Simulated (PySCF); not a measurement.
Molecule: SMILES O=C=C=C=O, C3O2.

Geometry (Å), atoms numbered from 1 in this order:
```xyz
5

O    -2.138   -0.235    1.179
C    -1.122   -0.123    0.631
C     0.000    0.000    0.026
C     1.122    0.123   -0.580
O     2.138    0.235   -1.128
```

Geometry PBE0-D3(BJ)/def2-SVP throughout; GIAO in PySCF, gas phase, one conformer, non-relativistic; equivalent atoms averaged; basis pcSseg-2.

Problem. How do the shifts δ (against H2O, TMS at the same level) depend on the functional? (ppm; last column core-seconds on shared hosts with different chips, so compare them loosely; the GGAs took longer than the global hybrids here, which isn't the general rule, and the cause wasn't traced)

Solution. 
```
functional                    kind  O1/O5  C2/C4     C3  core-s
        HF            Hartree–Fock  185.4  139.0  -25.9     3.6
       LDA                     LDA  214.0  123.9  -15.9     9.1
       PBE                     GGA  203.3  119.5  -18.9      11
      BLYP                     GGA  200.6  118.6  -22.8      12
      BP86                     GGA  200.8  119.1  -19.1      12
      OPBE                     GGA  198.7  116.6  -16.0      12
       KT2                     GGA  187.7  113.6  -22.6      12
       KT3                     GGA  186.2  112.1  -22.8      12
     B97-D                     GGA  193.4  116.3  -20.9      11
     B3LYP           global hybrid  199.2  124.7  -22.5     6.9
      PBE0           global hybrid  200.9  126.6  -19.1      10
  mPW1PW91           global hybrid  200.5  126.6  -19.2     7.1
      WP04           global hybrid  189.9  120.1  -21.8     9.3
     B97-2           global hybrid  195.3  123.5  -19.9      10
 BHandHLYP           global hybrid  195.5  131.8  -23.4     9.6
 CAM-B3LYP  range-separated hybrid  198.5  130.9  -22.8      13
   wB97X-D  range-separated hybrid  197.0  129.5  -20.2      13
   LC-wPBE  range-separated hybrid  198.3  136.7  -18.7      15
```

Problem. Which nucleus moves most, in ppm?

Solution. O1/O5 (carbonyl oxygen): from 185.4 ppm with HF to 214.0 ppm with LDA. The smallest spread is 10.0 ppm, at C3.
